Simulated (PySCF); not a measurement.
## Assigning NMR signals

Bonds (- single, = double, # triple, : aromatic): C1-C2 1.513 Å, C2-C3 1.528 Å, C3=C4 1.295 Å, C4-F5 1.320 Å, C4-C2 1.484 Å. C1 carries H6, H7, H8; C2 carries H9; C3 carries H10. Stereochemistry as in C[C@@H]1C=C1F.

Computed data (PySCF): GFN2-xTB structure, σ from GIAO-PBE0/pcSseg-1, spin–spin couplings from B3LYP/pcJ-1 (spin–dipole term only in couplings to heteroatoms). One conformer, gas phase, fast rotation and ring inversion assumed for equivalent nuclei, non-relativistic.

δ = σ(ref) − σ, references computed at the same level: $^{13}$C (186.93 ppm), $^{1}$H (31.72 ppm) vs TMS.

Q: Assign these signals to the numbered atoms. $^{13}$C{$^{1}$H} NMR (computed): δ 167.5 (d, J = 523.8 Hz), 83.5 (d, J = 35.4 Hz), 32.2 (d, J = 15.4 Hz), 25.6 (d, J = 2.9 Hz).

A: 
| δ (ppm) | atoms | environment | reason |
| --- | --- | --- | --- |
| 167.5 | C4 | fully substituted alkene carbon | – |
| 83.5 | C3 | alkene CH | – |
| 32.2 | C2 | three-membered-ring carbon | saturated and bonded to C and H only |
| 25.6 | C1 | methyl carbon | a saturated carbon with 1 carbon neighbour and no heteroatom attached |

Q: Assign these signals to the numbered atoms. $^{1}$H NMR (400 MHz, computed): δ 5.21 (dd, J = 6.1, 2.4 Hz, 1H), 2.59 (dqd, J = 5.3, 4.8, 2.4 Hz, 1H), 1.33 (dd, J = 6.0, 4.8 Hz, 3H).

A: 
| δ (ppm) | atoms | environment | reason |
| --- | --- | --- | --- |
| 5.21 | H10 | hydrogen on an alkene CH | olefinic region |
| 2.59 | H9 | hydrogen on a three-membered-ring carbon | – |
| 1.33 | H6/H7/H8 | hydrogen on a methyl carbon | – |

Common functionals overestimate the size of one-bond C–F couplings by tens of Hz; these are unscaled. Multiplet labels drop couplings under 1 Hz and merge nearly equal ones. Unscaled 3J(H,H) at this level run about 10 % above measured values. Shifts are as computed. Against solution values, carbons near 30 ppm lie about +3 ppm off and those near 130 ppm about +5 ppm. Of 1211 compounds with measured shifts, 218 miss one by over three times the rms of a fit or turn the order of signals round; such compounds aren't used in these exercises.
